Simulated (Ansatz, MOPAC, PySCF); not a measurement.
Band gap of rock-salt MgO: levels of theory against measurement

Reference value: 8.36 eV (measured, zero-point renormalisation of 0.53 eV added back here (the table's ZPR column); inputs from Chen et al. (2018), doi:10.1103/physrevmaterials.2.073803).

```json
[
 {"level (code)": "AM1 semi-empirical Hartree-Fock (MOPAC)", "value (eV)": "8.37", "cell (Å³/atom)": "12.95"},
 {"level (code)": "LDA (Ansatz)", "value (eV)": "(withheld)", "cell (Å³/atom)": "9.31"},
 {"level (code)": "PBE (Ansatz)", "value (eV)": "4.78 (direct)", "cell (Å³/atom)": "9.31"},
 {"level (code)": "PBE-D3(BJ) (Ansatz)", "value (eV)": "4.77", "cell (Å³/atom)": "9.31"},
 {"level (code)": "r²SCAN+rVV10 (Ansatz)", "value (eV)": "5.71", "cell (Å³/atom)": "9.23"},
 {"level (code)": "B3LYP (VWN-RPA form) (Ansatz)", "value (eV)": "7.04 (direct)", "cell (Å³/atom)": "9.31"},
 {"level (code)": "G0W0@PBE0 (PySCF)", "value (eV)": "(withheld)", "cell (Å³/atom)": "9.31"}
]
```

Problem. Some entries are withheld; supply them.

Solution. 
- LDA (Ansatz, a program for electronic structure), value (eV): 4.69 (direct)
- G0W0@PBE0 (PySCF), value (eV): 8.30 ± 0.09

Errors against the reference: AM1 semi-empirical Hartree-Fock (MOPAC) +0.01 eV, LDA -3.67 eV, PBE -3.58 eV, PBE-D3(BJ) -3.59 eV, r²SCAN+rVV10 -2.65 eV, B3LYP (VWN-RPA form) -1.32 eV, G0W0@PBE0 -0.06 eV.

Leaving aside AM1 semi-empirical Hartree-Fock (MOPAC) (doubt noted below): Closest of the ranked levels: G0W0@PBE0 (-0.06 eV). Among them LDA (-3.67 eV) misses by most. Of the ranked levels only G0W0@PBE0 lands within 0.3 eV.

Published values of wave-function and many-body methods: 8.34 eV (published EOM-CCSD value, GTH pseudopotentials, extrapolated to the thermodynamic and basis limits; Vo et al. (2024), arXiv:2310.03887).

Semilocal Kohn–Sham gaps run low as a rule, and all computed gaps are for a static lattice, while measured ones hold electron–phonon shifts unless said otherwise.  A ± on a computed value is a rough bar: the spread of its extrapolation, a floor set from checks against published values, or a statistical error. AM1 semi-empirical Hartree-Fock (MOPAC), PBE-D3(BJ), r²SCAN+rVV10: the gap is read on the k mesh or supercell of the run alone and can be too large. AM1 semi-empirical Hartree-Fock (MOPAC): the cell moved over 20 % in volume from its start. AM1 semi-empirical Hartree-Fock (MOPAC): the method was fitted mainly to molecules. AM1 semi-empirical Hartree-Fock (MOPAC): gaps of these semi-empirical methods are Hartree–Fock-like level differences, and their formation enthalpies are fitted 298 K values. Values are at the measured cell; AM1 semi-empirical Hartree-Fock (MOPAC) at the level's own relaxed cell; PBE-D3(BJ) at the level's own relaxed cell; r²SCAN+rVV10 at the level's own equilibrium cell. Cutoffs and k meshes differ between the levels. Ansatz's density-functional and Hartree–Fock values are scalar-relativistic unless marked +SOC, with PAW data made under PBE.

Differences are worked out from the printed values.
